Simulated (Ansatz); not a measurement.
## How methods differ on PH3F+ (SMILES F[PH3+])

The species is PH3F+ (5 atoms), meant as a singlet with charge +1. As SMILES, `F[PH3+]`. The shape is that of a GFN2-xTB optimisation.

Quantity: the vertical ionisation energy (to the doublet dication), in eV. The values are calculated.

```csv
level,kind,program,value (eV),less FCI/STO-3G,CPU time (all runs)
revPBE/STO-3G,GGA,Ansatz,18.71,+0.85,6.7 s
B3LYP/STO-3G,global hybrid,Ansatz,18.89,+1.03,14 s
wB97X/STO-3G,range-separated hybrid,Ansatz,18.89,+1.03,66 s
RPA@PBE/STO-3G,RPA,Ansatz,17.46,-0.40,9.9 s
CCSD/STO-3G,coupled cluster or CI,Ansatz,17.84,-0.02,0.63 s
CCSDT(Q)/STO-3G,coupled cluster or CI,Ansatz,17.86,0.00,1.2 s
CCSDT/STO-3G,coupled cluster or CI,Ansatz,17.86,0.00,1.1 s
CCSDTQ/STO-3G,coupled cluster or CI,Ansatz,17.86,0.00,33 s
FCI/STO-3G,exact in the basis,Ansatz,17.86,0.00,1.8 s
```

FCI/STO-3G is exact within its basis and frozen core, so for wave-function methods in that basis the difference is their error; functionals converge differently with the basis, so for them it is only a difference. The values span 17.46 to 18.89 eV. All rows use very small basis sets, so none should be taken for the real molecule's value. CPU times are rough (shared hosts, several kinds of processor and program).
